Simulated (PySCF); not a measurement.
Compound: C₅H₅F.
Numbering: `[F:1][C@@:2]12[CH:3]=[CH:4][C@@H:5]1[CH2:6]2` (hydrogens: H7 on C3; H8 on C4; H9 on C5; H10, H11 on C6)

A GFN2-xTB structure with every atom displaced at random (by about 0.01 Å) was refined with PySCF 2.14.0, PBE0-D3(BJ)/def2-SVP geometry optimisation, gas phase. Values at the start:

```json
{"coordinate": "F1–C2", "start": "1.344 Å"}
{"coordinate": "C2–C3", "start": "1.526 Å"}
{"coordinate": "C2–C5", "start": "1.509 Å"}
{"coordinate": "C2–C6", "start": "1.497 Å"}
{"coordinate": "C3=C4", "start": "1.326 Å"}
{"coordinate": "C3–H7", "start": "1.057 Å"}
{"coordinate": "C4–C5", "start": "1.489 Å"}
{"coordinate": "C4–H8", "start": "1.081 Å"}
{"coordinate": "C5–C6", "start": "1.525 Å"}
{"coordinate": "C5–H9", "start": "1.044 Å"}
{"coordinate": "C6–H10", "start": "1.081 Å"}
{"coordinate": "C6–H11", "start": "1.094 Å"}
{"coordinate": "F1–C2–C3", "start": "127.2°"}
{"coordinate": "F1–C2–C5", "start": "128.6°"}
{"coordinate": "F1–C2–C6", "start": "120.5°"}
{"coordinate": "C2–C3–C4", "start": "90.2°"}
{"coordinate": "C2–C5–C4", "start": "85.0°"}
{"coordinate": "C3–C2–C6", "start": "110.0°"}
{"coordinate": "C3–C4–C5", "start": "96.8°"}
{"coordinate": "C4–C5–C6", "start": "106.0°"}
{"coordinate": "F1–C2–C3–C4", "start": "142°"}
{"coordinate": "F1–C2–C5–C4", "start": "-140°"}
```

Problem. How do these coordinates change at the PBE0-D3(BJ)/def2-SVP level?

Solution. 
```tsv
coordinate	PBE0-D3(BJ)/def2-SVP (Å or °)	change
C5–H9	1.091	+0.047
C3–H7	1.093	+0.036
C4–C5	1.519	+0.030
C3=C4	1.345	+0.019
C6–H10	1.096	+0.015
C2–C3	1.512	-0.014
C4–H8	1.093	+0.012
C2–C5	1.498	-0.011
C2–C6	1.502	+0.005
F1–C2	1.343	-0.001
C5–C6	1.526	+0.001
C6–H11	1.095	+0.001
C3–C4–C5	94.1	-2.7
C4–C5–C6	108.6	+2.6
F1–C2–C3	125.1	-2.1
C3–C2–C6	111.9	+1.9
C2–C3–C4	91.6	+1.4
C2–C5–C4	85.7	+0.7
F1–C2–C6	121.2	+0.7
F1–C2–C5	127.9	-0.7
F1–C2–C5–C4	-137	+3
F1–C2–C3–C4	139	-3
```

The energy falls by 14.8 kJ/mol over 7 energy and gradient evaluations, the largest force component goes from 0.0326 to 2.3e-04 Eh/bohr, and the atoms move by 0.041 Å rms after alignment. The bond that changes most is C5–H9 (sp3 carbon at a ring junction to methine hydrogen), which lengthens by 0.047 Å. Bonds longer at the end by more than 0.005 Å: 6 of 12; shorter: 2. Among the dihedrals that turn most is H8–C4–C5–H9, from 46° to 59°. Rotational constants go from 6751, 4059, 3160 to 6620, 4069, 3146 MHz.

The run used 109 basis functions and 45 SCF cycles in all. Time: 28 s wall; peak memory 0.45 GiB. Hardware: one thread, Arm Neoverse V1 (aarch64) (shared host).

PBE0-D3(BJ)/def2-SVP frequencies: not computed here.
